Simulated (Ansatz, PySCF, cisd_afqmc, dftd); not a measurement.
Species: CH$_{2}$, charge 0, triplet. CH2 (SMILES [CH2], triplet).
B3LYP-D3(BJ)/def2-TZVP minimum from Ansatz (a quantum-chemistry and plane-wave program):
```xyz
3

C      0.0094     0.0032     0.1026
H     -0.0192     0.9863    -0.3393
H     -0.0373    -1.0052    -0.2764
```
Charge 0, spin multiplicity 3.

Quantity: enthalpy of formation at 298 K (by atomisation, with ideal-gas terms from PySCF's Hessian at B3LYP-D3(BJ)/def2-TZVP and the atoms' measured values of the G2/97 table; no spin-orbit terms), in kJ/mol. Radicals and triplets start from unrestricted determinants; spin-orbit coupling is neglected. Cores are frozen in correlated methods. Rows without X2C or -DK are non-relativistic. AFQMC is phaseless with a CISD trial state; ± is one standard error, without the phaseless bias. Outlying blocks are dropped, and bars are widened where a walk drifts. Over all cases where full CI ran beside it in this data, AFQMC minus full CI had a median of +0.1 mEh and passed +0.4 mEh in a tenth of the cases. CBS(X,Y): correlation extrapolated as X^-3, Hartree-Fock from the larger set (Q,5: extrapolated as (X+1)exp(-9√X)). A bracket is a step between two methods taken in the basis named. Functionals run without relativity, which enters their misses. 'core' is core correlation in cc-pwCVTZ, 'X2C' scalar relativity in cc-pVTZ-DK, both at CCSD(T). Full CI freezes restricted core orbitals, also for open shells; the composite that ends in it estimates full CI at the basis-set limit. For partners of very few electrons the exact lower level stands in for a higher one.

Measured: 93.7 kcal/mol, 392.0 kJ/mol (G2/97 table in ASE (Curtiss et al.)); atomic spin-orbit terms, which the calculations lack, would raise the computed values.

```
level                                                                                                            program  enthalpy of formation at 298 K (kJ/mol)  error against that value
---------------------------------------------------------------------------------------------------  -------------------  ---------------------------------------  ------------------------
HF/cc-pVTZ                                                                                                        Ansatz                                    542.0                     150.0
HF/cc-pV5Z                                                                                                        Ansatz                                    540.3                     148.3
PBE-D3(BJ)/def2-TZVPD                                                                                     Ansatz + dftd3                                    374.6                     -17.4
PBE0-D3(BJ)/def2-TZVPD                                                                                    Ansatz + dftd3                                    378.6                     -13.4
MP2/cc-pVDZ                                                                                                       Ansatz                                    446.9                      54.9
MP2/cc-pVTZ                                                                                                       Ansatz                                    408.4                      16.4
CCSD/cc-pVTZ                                                                                                      Ansatz                                    411.5                      19.5
CCSD/cc-pVQZ                                                                                                      Ansatz                                    402.9                      10.9
CCSD/cc-pV5Z                                                                                                      Ansatz                                    400.5                       8.5
CCSD/CBS(cc-pVTZ,cc-pVQZ)                                                                                         Ansatz                                    397.5                       5.5
CCSD(T)/cc-pVDZ                                                                                                   Ansatz                                    447.4                      55.4
CCSDTQ/cc-pVDZ                                                                                                    Ansatz                                    447.1                      55.1
CCSD(T)/CBS(cc-pVQZ,cc-pV5Z) + [CCSDTQ - CCSD(T)]/cc-pVDZ + core + X2C                                            Ansatz                                    391.4                      -0.6
CCSD(T)/CBS(cc-pVQZ,cc-pV5Z) + [AFQMC/CISD - CCSD(T)]/cc-pVTZ + core + X2C                           Ansatz + cisd_afqmc                              390.3 ± 0.4                      -1.7
CCSD(T)/CBS(cc-pVQZ,cc-pV5Z) + [CCSDT(Q) - CCSD(T)]/cc-pVQZ + [FCI - CCSDT(Q)]/cc-pVDZ + core + X2C               Ansatz                                    391.5                      -0.5
```
